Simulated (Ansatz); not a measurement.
# H₃NaSSi: one structure at several levels

The atoms stand at a structure displaced at random from a GFN2-xTB minimum. How far do the functionals agree with CCSD(T) there?

The runs use Ansatz 0.2.0, Gaussian basis; single points in def2-TZVPP.

Correlated methods freeze the cores. The outer core shell of Li, Na, Mg and K is correlated.

## (1) The starting structure

SMILES `[Na][S][SiH3]`, 6 atoms, charge 0, spin multiplicity 1.

Atoms are counted from 1 here; the program's logs count them from 0.

Bond lengths: Na1–S2 2.589 Å, S2–Si3 2.065 Å, Si3–H4 1.465 Å, Si3–H5 1.503 Å, Si3–H6 1.354 Å. Angles: Na1–S2–Si3 120.1°, S2–Si3–H4 106.9°, S2–Si3–H5 108.3°, S2–Si3–H6 111.6°, H4–Si3–H5 112.7°, H4–Si3–H6 106.4°, H5–Si3–H6 110.9°.

Coordinates:

| atom | x (Å) | y (Å) | z (Å) |
| --- | --- | --- | --- |
| Na1 | -1.90480 | -2.45760 | 1.01900 |
| S2 | -1.36130 | -0.29210 | -0.29100 |
| Si3 | 0.51330 | 0.56140 | -0.14860 |
| H4 | 1.46740 | -0.41320 | -0.68230 |
| H5 | 0.50570 | 1.84980 | -0.92330 |
| H6 | 0.86560 | 0.77600 | 1.14140 |

## (2) CCSD(T)/def2-TZVPP

The input, run/in.yaml:

```yaml
crystal:
  periodic: [false, false, false]
  atoms:
    - {symbol: Na, position_ang: [-1.904800, -2.457600, 1.019000]}
    - {symbol: S, position_ang: [-1.361300, -0.292100, -0.291000]}
    - {symbol: Si, position_ang: [0.513300, 0.561400, -0.148600]}
    - {symbol: H, position_ang: [1.467400, -0.413200, -0.682300]}
    - {symbol: H, position_ang: [0.505700, 1.849800, -0.923300]}
    - {symbol: H, position_ang: [0.865600, 0.776000, 1.141400]}
basis:
  gaussian: {orbitals: def2-TZVPP}
correlation: {method: ccsd_t}
output: {forces: true}
```

No record of the launch command was kept for these runs.

## (3) PBE0-D4/def2-TZVPP

run/in.yaml, as its differences from that of step 2:

```diff
@@ -11,3 +11,3 @@
   gaussian: {orbitals: def2-TZVPP}
-correlation: {method: ccsd_t}
-output: {forces: true}
+hamiltonian: {xc: pbe0, dispersion: d4}
+output: {forces: true, orbitals: {seedname: orbitals}}
```

## (4) wB97M-V/def2-TZVPP

run/in.yaml, as its differences from that of step 3:

```diff
@@ -11,3 +11,3 @@
   gaussian: {orbitals: def2-TZVPP}
-hamiltonian: {xc: pbe0, dispersion: d4}
-output: {forces: true, orbitals: {seedname: orbitals}}
+hamiltonian: {xc: {name: wB97M-V}}
+output: {forces: true}
```

## (5) r2SCAN-D4/def2-TZVPP

run/in.yaml, as its differences from that of step 4:

```diff
@@ -11,3 +11,3 @@
   gaussian: {orbitals: def2-TZVPP}
-hamiltonian: {xc: {name: wB97M-V}}
+hamiltonian: {xc: r2scan, dispersion: d4}
 output: {forces: true}
```

## (6) PBE-D4/def2-TZVPP

run/in.yaml, as its differences from that of step 5:

```diff
@@ -11,3 +11,3 @@
   gaussian: {orbitals: def2-TZVPP}
-hamiltonian: {xc: r2scan, dispersion: d4}
+hamiltonian: {xc: pbe, dispersion: d4}
 output: {forces: true}
```

## (7) HSE06-D4/def2-TZVPP

run/in.yaml, as its differences from that of step 6:

```diff
@@ -11,3 +11,3 @@
   gaussian: {orbitals: def2-TZVPP}
-hamiltonian: {xc: pbe, dispersion: d4}
+hamiltonian: {xc: hse06, dispersion: d4}
 output: {forces: true}
```

## (8) revPBE-D4/def2-TZVPP

run/in.yaml, as its differences from that of step 7:

```diff
@@ -11,3 +11,3 @@
   gaussian: {orbitals: def2-TZVPP}
-hamiltonian: {xc: hse06, dispersion: d4}
+hamiltonian: {xc: {name: revPBE}, dispersion: d4}
 output: {forces: true}
```

(Steps that only read results are left out.)

What does the calculation give? Wanted: energy less free atoms, CCSD(T)/def2-TZVPP; RMS force component; RMS force error; HOMO and LUMO, PBE0-D4; T1 diagnostic.

The runs gave:

```
                                  quantity                                                                                              value
energy less free atoms, CCSD(T)/def2-TZVPP                                                                                         -15.784 eV
                       RMS force component                                                               1.069 to 1.131 eV/Å over the methods
                           RMS force error  PBE0-D4 0.056, wB97M-V 0.045, r2SCAN-D4 0.050, PBE-D4 0.103, HSE06-D4 0.055, revPBE-D4 0.122 eV/Å
                    HOMO and LUMO, PBE0-D4                                                                                 -5.35 and -1.90 eV
                             T1 diagnostic                                                                                              0.010
```

**Reading.** Against CCSD(T) the functionals' energies less atoms differ by -0.612 to +0.005 eV, PBE-D4 by -0.205 eV. A larger basis would deepen the CCSD(T) value, while the functionals are nearly converged already, so the order here is not reliable. For forces wB97M-V does best and revPBE-D4 worst. Frozen-core CCSD(T) forces in triple zeta carry basis errors of their own, and this is one geometry, so small gaps rank nothing.
